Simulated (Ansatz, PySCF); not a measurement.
disulfur (S₂), SMILES S=S (connectivity only; charge and spin as stated), neutral, multiplicity 3. Atoms are numbered in the order given.

```xyz
2

S      0.0000     0.0000    -0.9427
S      0.0000     0.0000     0.9427
```
Charge 0, spin multiplicity 3.

Coordinates come from a PBE0-D3(BJ)/def2-TZVPD optimisation.

Two levels are set side by side: PBE-D3(BJ)/def2-TZVPD (Ansatz, a first-principles code) and PBE0-D3(BJ)/def2-TZVPD (Ansatz). Each level has its own optimised geometry; the coordinates shown are those of the second. Frequencies come from the Hessian of PySCF at each geometry. Differences are taken from unrounded values.

```json
[
 {"quantity": "bond S1–S2 (Å)", "PBE0-D3(BJ)": "1.885", "PBE-D3(BJ)": "1.911", "PBE-D3(BJ) minus PBE0-D3(BJ)": "0.025"},
 {"quantity": "highest harmonic wavenumber (cm⁻¹)", "PBE0-D3(BJ)": "753", "PBE-D3(BJ)": "702", "PBE-D3(BJ) minus PBE0-D3(BJ)": "-51"},
 {"quantity": "mean harmonic wavenumber (cm⁻¹)", "PBE0-D3(BJ)": "753", "PBE-D3(BJ)": "702", "PBE-D3(BJ) minus PBE0-D3(BJ)": "-51"},
 {"quantity": "zero-point energy (kcal/mol)", "PBE0-D3(BJ)": "1.08", "PBE-D3(BJ)": "1.00", "PBE-D3(BJ) minus PBE0-D3(BJ)": "-0.07"}
]
```
